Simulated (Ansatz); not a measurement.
C3H6O can be A, `C=COC`, or B, `C/C=C/O`.

Gas-phase electronic energies from Ansatz, PBE0-D4/def2-TZVP geometries. CCSD(T)/CBS is the MP2 limit (def2-TZVPP, def2-QZVPP) plus CCSD(T) − MP2 in def2-TZVPP, frozen cores. Functionals use def2-TZVPP. B3LYP here is the variant with VWN-RPA as its local correlation; programs differ in this. One conformer a species, not always the lowest.

Task: Which isomer does CCSD(T)/CBS put lower? Give the gap. (Estimate.)

Result: The calculation gave: B, by 10.3 kcal/mol.

Task: Give E(B) − E(A) in kcal/mol with PBE-D4, PBE0-D4, B3LYP-D4, BLYP-D4, HF/def2-TZVPP, CCSD(T)/def2-SVP, B3LYP. (An estimate is asked.)

Result: Ansatz gave: PBE-D4 -10.3, PBE0-D4 -10.7, B3LYP-D4 -9.2, BLYP-D4 -8.7, HF/def2-TZVPP -8.9, CCSD(T)/def2-SVP -9.8, B3LYP -9.5. None reverses the order clearly.

Task: Does the order hold for the free energy at 298.15 K (harmonic terms from PBE0-D4)? (Best estimate.)

Result: Ansatz gave: Yes: G(B) − G(A) = -10.7 kcal/mol, for one conformer each.

Largest T1 diagnostic: 0.012.

In def2-TZVPP, CCSD(T) changes the Hartree–Fock value by −1.0 kcal/mol (the triples alone add +0.1 kcal/mol) and MP2 by −1.8 kcal/mol. Leaving LDA and LC-ωPBE aside and taking each functional with its dispersion term where it has one, the values, not all of them listed here, spread over 2.1 kcal/mol, from PBE-QIDH to BLYP-D4.
